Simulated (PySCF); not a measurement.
## How good is the calculation?

Mapped SMILES: `[NH2:1][c:2]1[cH:3][cH:4][cH:5][s:6]1`. Each H is labelled by its parent atom.

Published estimates (parent shift plus substituent increments) and measurements: δ ¹H H(C4) 6.51; H(C5) 6.35; H(C3) 6.01 ppm (estimated from measurements, as parent shift plus tabulated substituent increment; solution, not stated per compound (mostly CDCl3 or CCl4); Pretsch, Buehlmann, Badertscher, Structure Determination of Organic Compounds, 4th ed. (2009)).

How the numbers were obtained: coordinates at the GFN2-xTB level, PBE0/pcSseg-1 with gauge-including orbitals, in PySCF (relativity neglected, in vacuum, averaged over atoms made equivalent by symmetry, fast rotation or ring inversion, one computed conformer).

Question: What does the calculation give, and how does it compare?

Answer: 
Reference values: estimated from measurements, as parent shift plus tabulated substituent increment (solution, not stated per compound (mostly CDCl3 or CCl4); Pretsch, Buehlmann, Badertscher, Structure Determination of Organic Compounds, 4th ed. (2009)).
```
atoms  quantity  reference  computed  computed, scaled
H(C4)      δ ¹H       6.51      6.72              6.45
H(C5)      δ ¹H       6.35      6.08              5.84
H(C3)      δ ¹H       6.01      6.06              5.82
```

Computed shifts are σ(ref) − σ with the named reference compound (TMS for H and C) calculated as an isolated molecule at the same level. The measured values may be among those fitted. Empirical linear scaling, fitted to shifts measured mostly in CDCl3 for H and C (δ vs TMS): ¹H (scatter 0.16 ppm rms, 0.17 ppm with the 2 outliers that the fit left out). A few per cent of atoms miss by over 2 rms, more outside the fitted compound classes. H not on carbon is unscaled (vs computed TMS).

Question: How far are the unscaled ¹H shifts from the references?

Answer: Mean signed difference -0.00 ppm, mean absolute 0.18 ppm over 3 comparisons; the largest is -0.27 ppm at H(C5) (hydrogen on an aromatic CH next to the ring sulfur).
